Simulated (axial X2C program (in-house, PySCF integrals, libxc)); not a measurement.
## Low determinants of SiC⁺ at the PBE0 level, 2c

All values were computed with an in-house all-electron X2C program for linear molecules (integrals from PySCF). Two-component (2c) means X2C with spin–orbit coupling and atomic mean-field two-electron Coulomb and Gaunt terms. Basis: Si dyall-v3z [8s7p2d1f], C dyall-v3z [7s6p2d1f] (cores contracted in-house); Gaussian nuclei, density fitting, unrestricted open shells. Masses: Si 27.977 u, C 12.000 u.

Search at 1.826 Å (vertical energies from the lowest determinant):

| ΔE (eV) | state | electrons beyond evenly filled partner blocks | electrons in ±ω = 1/2, 3/2, 5/2, 7/2 |
| --- | --- | --- | --- |
| 0.00 | Ω = 3/2 | ω = 3/2 | 16 3 0 0 |
| 0.61 | Ω = 1/2 | 2 × ω = -1/2, ω = 3/2 | 16 3 0 0 |
| 1.32 | Ω = 1/2 | ω = 1/2 | 17 2 0 0 |
| 1.33 | Ω = 5/2 | 2 × ω = 1/2, ω = 3/2 | 16 3 0 0 |
| 1.34 | Ω = 1/2 | ω = 1/2 | 15 4 0 0 |
| 3.98 | Ω = 5/2 | ω = -1/2, 2 × ω = 3/2 | 15 4 0 0 |
| 4.18 | Ω = 7/2 | ω = 1/2, 2 × ω = 3/2 | 15 4 0 0 |

Lowest determinant, Ω = 3/2 (⟨Sz⟩ = 1.50, ⟨Lz⟩ = 0.00 at PBE0): Re = 1.823 Å, ωe = 836.5 cm⁻¹.

The determinant in row 2 of the search, Ω = 1/2 (⟨Sz⟩ = 0.50, ⟨Lz⟩ = 0.00 at PBE0), was followed along the bond at PBE0; measured from the minimum of the lowest determinant it gives:

Te = 0.608 eV (4906 cm⁻¹), Re = 1.829 Å, ωe = 821.0 cm⁻¹.

Problem. Compare the bond of the determinant in row 2 with that of the lowest one.

Solution. At PBE0 its Re is 0.006 Å longer and its force constant, which goes as ωe², is 0.96 times that of the lowest determinant. This determinant mixes spin states, so it has no term energy of its own.

The search compares states at one distance, so a state with another bond length can lie lower; it is not exhaustive and yields mostly the lowest determinant of each block pattern, so other components and higher states of one pattern are missing. These are energies of single determinants, not of spin-adapted states; PBE0 term energies can be off by some tenths of an eV, and the functional has no current term.
